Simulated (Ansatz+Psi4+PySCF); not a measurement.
Results of a calculation; reference values are marked as such.
## PySCF 2.14.0 run

```python
from pyscf import gto, scf, cc

mol = gto.M(atom="""
Li 0.000000 0.000000 1.386530
Li 0.000000 0.000000 -1.386530
""", basis='cc-pcvtz', charge=0, spin=0)
mf = scf.RHF(mol)
mf.kernel()
mycc = cc.CCSD(mf, frozen=None).run()
et = mycc.ccsd_t()
print(mf.e_tot, mycc.e_corr, et, mycc.e_tot + et)
```

The script is written out from the run's settings.

Output:

```yaml
Converged: yes
Reference_energy: -14.87177 hartree
CCSD_correlation_energy: -0.11424 hartree
Triples_correction: -0.00048 hartree
Total_energy: -14.98649 hartree
Spin_squared_of_the_determinant: 0.000
T1_diagnostic: 0.011
Largest_doubles_amplitude: 0.09
```

Caution: unrestricted orbitals would lower the determinant.
